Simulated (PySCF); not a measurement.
Species: C4H3FO.
Z-matrix (Å and degrees, GFN2-xTB geometry), rows numbered from 1:
```
O 
C   1  1.1893
C   2  1.4222  1  153.68
C   3  1.3547  2   62.49  1  -179.96
C   4  1.4638  2  153.18  3   179.97
F   5  1.3750  4  112.10  2  -179.79
H   3  1.0665  2  152.93  4  -179.91
H   5  1.0976  4  110.50  2    60.76
H   5  1.0976  4  110.49  2   -60.34
```

Probes without a nucleus sit at each ring's centroid and 1 Å off its mean plane on both sides; NICS is minus the shielding there, NICSzz its component along the normal. Level: GIAO PBE0/pcSseg-1 (PySCF, non-relativistic, gas phase) on the GFN2-xTB geometry, one conformer.

Ring bond lengths (Å), with Mayer bond orders in brackets: C2–C3 1.422 (1.01), C3–C4 1.355 (1.36), C4–C2 1.442 (0.93).

Give the NICS values of each ring in ppm.

| ring | type | NICS(0) | NICS(1), two faces | NICS(1)zz, two faces | rms pucker (Å) | centre to ring atoms, mean (Å) |
| --- | --- | --- | --- | --- | --- | --- |
| C2–C3–C4 | 3-membered carbocycle; bonds drawn aromatic by RDKit's count | -19.1 | -9.7 / -9.6 | -13.6 / -13.6 | 0.00 | 0.81 |

What do they say, and how far can they be read as aromaticity?

- C2–C3–C4: mean NICS(1)zz -13.6 ppm, shielded. NICS(0) lies 9 ppm below the mean NICS(1).

And the bond-length index? HOMA = 1 − mean of α(R − Ropt)² over the ring bonds, with Krygowski's 1993 parameters (CC: Ropt 1.388 Å, α 257.7 Å⁻²).

- C2–C3–C4: HOMA 0.56 = 1 − EN − GEO, with mean bond length 1.406 Å, EN = α(Ropt − mean)² = 0.085 and GEO = α × variance = 0.357.

What is the mean of the two in-plane components of NICS at the second NICS(1) probe listed for ring C2–C3–C4, 1 Å off the ring?

The isotropic value is a third of the trace: (3 × -9.6 − (-13.6))/2 = -7.6 ppm.
